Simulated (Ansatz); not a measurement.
bcc Rb: properties by level of theory

Reference values: lattice constant a 5.576 Å (measured, low-temperature or extrapolated to 0 K; zero-point anharmonic expansion removed; as tabulated in Csonka et al. (2009), arXiv:0903.4037); bulk modulus 2.9 GPa (measured, corrected for temperature and zero-point phonon effects, sources range from 2.9 to 3.6; as tabulated in Levämäki et al. (2014), arXiv:1402.3671); cohesive energy 0.86 eV/atom (measured, static lattice: zero-point vibration energy added; as tabulated in Mejia-Rodriguez and Trickey (2018), arXiv:1807.09216).

```
level (code)           equilibrium lattice constant a (Å)  bulk modulus (GPa)  cohesive energy (eV/atom)
---------------------  ----------------------------------  ------------------  -------------------------
PBE (Ansatz)                                        5.670                 2.8                       0.77
r²SCAN (Ansatz)                                     5.747                 2.6                       0.75
r²SCAN+rVV10 (Ansatz)                               5.683                 2.8                       0.83
PBE0 (Ansatz)                                       5.734                 2.7                       0.72
```

Differences from the reference values (errors of the level alone only where the reference is corrected to a static lattice):

| level | lattice constant a (%) | cohesive energy (eV/atom) |
|---|---|---|
| PBE | +1.69 | -0.09 |
| r²SCAN | +3.07 | -0.11 |
| r²SCAN+rVV10 | +1.92 | -0.03 |
| PBE0 | +2.83 | -0.14 |

Nearest: lattice constant a, PBE; cohesive energy, r²SCAN+rVV10.

Ansatz's density-functional and Hartree–Fock values are scalar-relativistic unless marked +SOC, with PAW data made under PBE.

Differences are worked out from the printed values.

Computed values are for the static lattice.

Ansatz is a quantum-chemistry and plane-wave program.
